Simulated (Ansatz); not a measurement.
**C₂H₄F+ (SMILES [CH2+]CF): single points off equilibrium**

An exercise on one series of results from a longer session: the logs are not shown, and one member is left open.

Program: Ansatz 0.2.0, Gaussian basis. Level of theory: single points in def2-TZVPP. These are calculated values, not measurements.

Correlated methods freeze the cores.

## Starting geometry

SMILES `[CH2+]CF`, 7 atoms, charge 1, spin multiplicity 1.

Atoms are counted from 1 here; the program's logs count them from 0.

Bond lengths: C1–C2 1.291 Å, C1–H4 1.099 Å, C1–H5 1.214 Å, C2–F3 1.406 Å, C2–H6 1.199 Å, C2–H7 1.122 Å. Angles: C2–C1–H4 121.3°, C2–C1–H5 128.1°, H4–C1–H5 110.5°, C1–C2–F3 122.3°, C1–C2–H6 112.2°, C1–C2–H7 113.1°, F3–C2–H6 105.6°, F3–C2–H7 108.5°, H6–C2–H7 90.2°.

Geometry (Å):

```
C    -0.5354    0.0858   -0.5008
C     0.5067   -0.0291    0.2525
F     1.2614    1.0829    0.6671
H    -1.0480   -0.7978   -0.9058
H    -1.0708    1.1042   -0.8892
H     0.2771   -0.6525    1.2506
H     1.2121   -0.8313   -0.0908
```

The first run:

The input, run/in.yaml:

```yaml
crystal:
  periodic: [false, false, false]
  atoms:
    - {symbol: C, position_ang: [-0.535400, 0.085800, -0.500800]}
    - {symbol: C, position_ang: [0.506700, -0.029100, 0.252500]}
    - {symbol: F, position_ang: [1.261400, 1.082900, 0.667100]}
    - {symbol: H, position_ang: [-1.048000, -0.797800, -0.905800]}
    - {symbol: H, position_ang: [-1.070800, 1.104200, -0.889200]}
    - {symbol: H, position_ang: [0.277100, -0.652500, 1.250600]}
    - {symbol: H, position_ang: [1.212100, -0.831300, -0.090800]}
basis:
  gaussian: {orbitals: def2-TZVPP}
total_charge: 1
correlation: {method: ccsd_t}
output: {forces: true}
```

No record of the launch command was kept for these runs.

Among the steps run: CCSD(T)/def2-TZVPP; PBE0-D4/def2-TZVPP; wB97M-V/def2-TZVPP; r2SCAN-D4/def2-TZVPP; PBE-D4/def2-TZVPP; LC-wPBE/def2-TZVPP; r2SCAN0-D4/def2-TZVPP.

One table of the session follows, with a row left open; its other results are not shown here.

| method | RMS force component (eV/Å) | angle to CCSD(T) forces (°) |
| --- | --- | --- |
| CCSD(T) | 2.836 | reference |
| PBE0-D4 | 2.666 | 2.9 |
| wB97M-V | 2.677 | 1.6 |
| r2SCAN-D4 | ? | ? |
| PBE-D4 | 2.501 | 3.7 |
| LC-wPBE | 2.689 | 2.7 |
| r2SCAN0-D4 | 2.715 | 3.6 |

Estimate the missing values for r2SCAN-D4.

As computed: RMS force component (eV/Å): 2.582; angle to CCSD(T) forces (°): 2.3. In the column «RMS force component (eV/Å)» it lies between PBE-D4 (2.501) and PBE0-D4 (2.666).

To keep in mind: CCSD(T) in triple zeta still lacks some correlation energy of the bonds, so part of these gaps is its own basis error and they don't rank the functionals.
